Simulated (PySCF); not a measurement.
Species: HNO3.
SMILES: `O=NOO`

Level of theory: EOM-EE-CCSD/aug-cc-pVDZ in PySCF, restricted Hartree–Fock reference, 4 core orbitals frozen, non-relativistic, gas phase, PBE0-D3(BJ)/def2-SVP geometry.

Problem. Give the EOM-CCSD singlets and triplets.

Solution. 
| state | E (eV) | cm⁻¹ | main singles (HF orbitals, share of the singles part) |
| --- | --- | --- | --- |
| singlet 1 | 4.35 | 35090 | HOMO-1→LUMO+1 90 % |
| singlet 2 | 5.71 | 46050 | HOMO→LUMO+1 88 % |
| singlet 3 | 6.52 | 52590 | HOMO→LUMO+6 29 %, HOMO→LUMO+13 25 %, HOMO→LUMO 20 % |
| singlet 4 | 7.82 | 63070 | HOMO-1→LUMO 40 %, HOMO-1→LUMO+6 25 %, HOMO-1→LUMO+13 12 % |
| triplet 1 | 3.36 | 27100 | HOMO-1→LUMO+1 91 % |
| triplet 2 | 4.44 | 35810 | HOMO→LUMO+1 89 % |

Problem. What is the vertical gap between the lowest excited singlet and the lowest triplet?

Solution. 4.35 − 3.36 = 0.99 eV (96 kJ/mol). Both are led by HOMO-1→LUMO+1.

The first EOM-IP-CCSD ionisation energy is 11.52 eV, 3.70 eV above the highest singlet listed and 7.17 eV above the lowest.

T1 diagnostic 0.027. EOM-CCSD puts states of mainly double-excitation character too high. An iterative search for so few roots can pass over a low state.

Shape of the structure used: `[O:1]=[N:2][O:3][OH:4]`: O1–N2–O3–O4 0°, H–O4–O3–N2 0°.

One conformer stands for the species.
